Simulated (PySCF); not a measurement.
Si(H)2 anion (H₂Si), SMILES [SiH2] (connectivity only; charge and spin as stated), charge -1, multiplicity 2. Atoms are numbered in the order given.

```xyz
3

Si     0.0000     0.0000    -0.1349
H      0.0000     1.1158     0.9442
H      0.0000    -1.1158     0.9442
```
Charge -1, spin multiplicity 2.

Geometry optimised at PBE0-D3(BJ)/def2-TZVPD. The spin state was assumed, not searched. The isomer is the one that the SMILES or the coordinates give; other isomers of the formula were not compared.

These are SMD-ωB97X/def2-SVPD in PySCF values and carry that method's errors.

Solvation free energies are E(SMD) − E(gas) at the gas-phase geometry, for 1 M in both phases.

Question: Estimate the solvation free energies in water, benzene, ethanol. (The exact figures need the calculation; the answer reports its results.)

Answer: 
```tsv
solvent	ΔG(solv) (kcal/mol)	its non-electrostatic (CDS) part
water	-59.4	1.2
benzene	-34.9	-0.8
ethanol	-59.4	-0.6
```
